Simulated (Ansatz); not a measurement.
# C2H4F2O2: up Jacob's ladder to CCSD(T)

Aim: compute C2H4F2O2 with functionals from several rungs and with coupled cluster. The yardstick is the atomisation energy at the CCSD(T) limit.

Computed with Ansatz 0.2.0, Gaussian basis. Level: functionals in def2-TZVPP, the program's frozen cores in correlated methods.

The runs, in order: LDA (SPW92), PBE-D4, revPBE-D4, BLYP-D4, r2SCAN-D4, B97M-V, PBE0-D4, B3LYP-D4, r2SCANh-D4, r2SCAN0-D4, HSE06-D4, BHLYP-D4, CAM-B3LYP-D4, LC-ωPBE, ωB97X-V, ωB97M-V, B2PLYP, PBE-QIDH; CCSD(T)/def2-SVP; CCSD(T)/def2-TZVPP; MP2/def2-QZVPP; extrapolation to the limit; RPA on PBE.

## (1) The geometry

The geometry comes from an earlier relaxation with PBE0-D4 in a triple-zeta def2 set; it is a stationary point, not always the lowest conformer.

SMILES `OC(O)(F)CF`, 10 atoms, charge 0, spin multiplicity 1.

Atoms are counted from 1 here; the program's logs count them from 0.

Bond lengths: O1–C2 1.371 Å, O1–H7 0.964 Å, C2–O3 1.356 Å, C2–F4 1.388 Å, C2–C5 1.518 Å, O3–H8 0.964 Å, C5–F6 1.378 Å, C5–H9 1.091 Å, C5–H10 1.091 Å. Angles: C2–O1–H7 108.1°, O1–C2–O3 109.9°, O1–C2–F4 107.8°, O1–C2–C5 113.2°, O3–C2–F4 110.0°, O3–C2–C5 108.3°, F4–C2–C5 107.6°, C2–O3–H8 108.0°, C2–C5–F6 108.3°, C2–C5–H9 110.2°, C2–C5–H10 109.2°, F6–C5–H9 109.2°, F6–C5–H10 108.9°, H9–C5–H10 110.9°.

Geometry (Å):

```xyz
10
charge 0, multiplicity 1
O     1.0179   -0.2977   -1.0494
C    -0.0337   -0.4172   -0.1772
O     0.1909   -1.4448    0.6779
F    -1.1771   -0.6625   -0.9240
C    -0.2802    0.8383    0.6393
F    -0.3716    1.9070   -0.2259
H     0.8530    0.4652   -1.6157
H     0.5352   -2.1873    0.1677
H    -1.2134    0.7479    1.1969
H     0.5623    0.9997    1.3134
```

## (2) LDA

This LDA is Slater exchange with PW92 correlation.

in.yaml reads:

```yaml
crystal:
  periodic: [false, false, false]
  atoms:
    - {symbol: O, position_ang: [1.017872, -0.297689, -1.049437]}
    - {symbol: C, position_ang: [-0.033730, -0.417164, -0.177194]}
    - {symbol: O, position_ang: [0.190853, -1.444847, 0.677935]}
    - {symbol: F, position_ang: [-1.177147, -0.662460, -0.924010]}
    - {symbol: C, position_ang: [-0.280195, 0.838348, 0.639343]}
    - {symbol: F, position_ang: [-0.371593, 1.906993, -0.225880]}
    - {symbol: H, position_ang: [0.853018, 0.465211, -1.615686]}
    - {symbol: H, position_ang: [0.535156, -2.187282, 0.167655]}
    - {symbol: H, position_ang: [-1.213435, 0.747861, 1.196935]}
    - {symbol: H, position_ang: [0.562300, 0.999729, 1.313440]}
basis:
  gaussian: {orbitals: def2-TZVPP}
hamiltonian: {xc: lda}
output: {orbitals: {seedname: orbitals}}
```

After this run come: PBE-D4 (GGA); revPBE-D4 (GGA); BLYP-D4 (GGA); r2SCAN-D4 (meta-GGA); B97M-V (meta-GGA); PBE0-D4 (hybrid); B3LYP-D4 (hybrid); r2SCANh-D4 (hybrid); r2SCAN0-D4 (hybrid); HSE06-D4 (hybrid); BHLYP-D4 (hybrid); CAM-B3LYP-D4 (range-separated); LC-ωPBE (range-separated); ωB97X-V (range-separated); ωB97M-V (range-separated); B2PLYP (double hybrid); PBE-QIDH (double hybrid); CCSD(T) in def2-SVP; CCSD(T) in def2-TZVPP; MP2 in def2-QZVPP; RPA on PBE orbitals.

Before running them: what should the planned runs give, taken together? Wanted: atomisation energy, CCSD(T)/CBS; farthest beyond LDA; mean size of error, GGA; mean size of error, meta-GGA; mean size of error, hybrid; mean size of error, range-separated; mean size of error, double hybrid; gap, smallest and largest; T1 diagnostic.

As calculated:

| quantity | value |
| --- | --- |
| atomisation energy, CCSD(T)/CBS | 3971.7 kJ/mol |
| functionals within 19.9 kJ/mol (0.5 %) | revPBE-D4, BLYP-D4, r2SCAN-D4, B97M-V, PBE0-D4, HSE06-D4, CAM-B3LYP-D4, LC-ωPBE, ωB97X-V, ωB97M-V |
| farthest beyond LDA | BHLYP-D4 (-219.6 kJ/mol) |
| mean size of error, GGA | 49.4 kJ/mol |
| mean size of error, meta-GGA | 14.7 kJ/mol |
| mean size of error, hybrid | 65.1 kJ/mol |
| mean size of error, range-separated | 10.5 kJ/mol |
| mean size of error, double hybrid | 49.5 kJ/mol |
| gap, smallest and largest | 7.62 eV (BLYP-D4), 15.50 eV (LC-ωPBE) |
| T1 diagnostic | 0.0114 |
| triples share of the correlation energy | 3.3 % |

The LDA atomisation energy is off by 772.8 kJ/mol (19 %): it overbinds. PBE-D4 misses by +136.7 kJ/mol. Double hybrids carry the basis error of their MP2 part in triple zeta, and no dispersion term here, so their miss is partly the set-up's. The rungs range-separated, meta-GGA miss on average by less than the doubt on the reference (19.9 kJ/mol), so they tie. Misses under about 19.9 kJ/mol are within the doubt on the reference itself, which lacks core-valence correlation, relativity and higher excitations. Hartree-Fock recovers 68 % of the binding; the rest is correlation. CCSD(T) in def2-SVP is off by -215.4 kJ/mol, more than most functionals: a good method in a small basis is no reference. The gap grows from 7.6 to 15.5 eV across the functionals, mostly with the share of exact exchange.
